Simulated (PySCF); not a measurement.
Species: MnF2 (sextet state).
Z-matrix (Å and degrees, PBE0-D3(BJ)/def2-SVP geometry), rows numbered from 1:
```
F 
Mn  1  1.7769
F   2  1.7769  1  179.71
```

Computed, not measured: PBE0-D3(BJ)/def2-SVP geometry optimisation, gas phase in PySCF.

Masses are those of the commonest isotopes; rigid-rotor values at the optimised geometry. 

Task: What are the moment of inertia and the rotational constant?

Result: I = 119.972 u·Å², B = 505379 MHz·u·Å²/I = 4212 MHz (0.1405 cm⁻¹, or 0.202 K as hB/k).

If the electronic state has orbital angular momentum about the axis (Π, Δ; not determined here), the simple ladder of levels BJ(J+1) doesn't apply.

Whether it is a minimum is left open (no frequencies). ⟨S²⟩ = 8.762 (exact for a sextet: 8.75). No vibrational averaging or centrifugal distortion is included, and the geometry carries the error of its method.

The run took 11 s of wall time on one thread of an x86-64 server, no GPU, shared host. That covers the optimisation of the geometry.

Caution for open-shell metal species: one SCF solution and one stationary point were followed, and a lower state or a bent or distorted shape isn't ruled out.
